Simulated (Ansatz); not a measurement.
# CH2Al (quartet): the correlation ladder at a displaced geometry (v1), cc-pVDZ

How much of the correlation energy of CH2Al (quartet) does each wave-function method recover here?

Program: Ansatz 0.2.0, Gaussian basis. Level of theory: cc-pVDZ, correlated electrons: outside noble gas. These are calculated values, not measurements.

Plan: UHF; CCSD(T) on ROHF; CCSD(T) on UHF; BCCD(T) on ROHF; CISD; CCSDT(Q) on ROHF; CCSDT(Q) on UHF; CASSCF and MRCISD+Q, 9 electrons in 10 orbitals; CASSCF and NEVPT2, 9 electrons in 10 orbitals.

### Step 1. The geometry

The geometry is a PBE0/def2-TZVP stationary point (not a proven minimum) with its atoms shifted at random (size 0.040 Å).

4 atoms, charge 0, spin multiplicity 4.

Atoms are counted from 1 here; the program's logs count them from 0.

Bond lengths: Al1–C2 1.936 Å, Al1–H3 1.596 Å, Al1–H4 1.588 Å. Angles: C2–Al1–H3 115.8°, C2–Al1–H4 116.1°, H3–Al1–H4 128.1°.

In the tables R marks a restricted open-shell determinant and U an unrestricted one; 'valence' is the active space of 9 electrons in 10 orbitals; correlation energies count from the lowest restricted Hartree-Fock solution.

### Step 2. UHF

Input file in.yaml:

```yaml
crystal:
  periodic: [false, false, false]
  atoms:
    - {symbol: Al, position_ang: [0.000453, 0.004150, 0.532812]}
    - {symbol: C, position_ang: [-0.000380, -0.011993, -1.403204]}
    - {symbol: H, position_ang: [0.047584, 1.446315, 1.214021]}
    - {symbol: H, position_ang: [-0.055193, -1.414495, 1.243823]}
basis:
  gaussian: {orbitals: cc-pVDZ}
magnetization: {spin_polarized: true, initial_magnetization: 3}
hamiltonian: {xc: hf}
output: {orbitals: {seedname: orbitals}}
```

Run with:

```bash
> ansatz run in.yaml --threads 1 --pin off --events-out ev --progress --plain --max-ram 2393MiB
```

Further steps of the session: CCSD(T) on ROHF; CCSD(T) on UHF; BCCD(T) on ROHF; CISD; CCSDT(Q) on ROHF; CCSDT(Q) on UHF; CASSCF and MRCISD+Q, 9 electrons in 10 orbitals; CASSCF and NEVPT2, 9 electrons in 10 orbitals.

Q: Predict the results of all the runs planned. Wanted: correlation energy, UCCSDT(Q); RMP2 from UCCSDT(Q); UMP2 from UCCSDT(Q); RCCSD from UCCSDT(Q); RCCSD(T) from UCCSDT(Q); UCCSD(T) from UCCSDT(Q); RCCSDT(Q) from UCCSDT(Q); NEVPT2 valence from UCCSDT(Q); MRCISD+Q valence from UCCSDT(Q).

As calculated:

```
                                      quantity                                                                     value
                 correlation energy, UCCSDT(Q)                                                                -4.4228 eV
                           RMP2 from UCCSDT(Q)                                                           +24.12 kcal/mol
                           UMP2 from UCCSDT(Q)                                                           +23.94 kcal/mol
                          RCCSD from UCCSDT(Q)                                                            +2.65 kcal/mol
                       RCCSD(T) from UCCSDT(Q)                                                            +0.70 kcal/mol
                       UCCSD(T) from UCCSDT(Q)                                                            +0.67 kcal/mol
                      RCCSDT(Q) from UCCSDT(Q)                                                            +0.03 kcal/mol
                 NEVPT2 valence from UCCSDT(Q)                                                           +19.30 kcal/mol
               MRCISD+Q valence from UCCSDT(Q)                                                            +0.63 kcal/mol
levels of the table within 1 kcal/mol (43 meV)  RCCSD(T), UCCSD(T), BCCD(T), RCCSDT, UCCSDT, RCCSDT(Q), MRCISD+Q valence
                                 T1 diagnostic                                                                     0.023
                effectively unpaired electrons                                                                      3.01
```

What this shows: RCCSD(T) lands +0.70 kcal/mol from the yardstick (0.7 % of the correlation energy). One determinant dominates. Of the multireference levels listed MRCISD+Q valence comes nearest in total energy (+0.63 kcal/mol), which doesn't show that its space is the better one. These misses are within one basis, not against nature; the frozen cores of restricted and unrestricted runs differ, which can shift their rows.
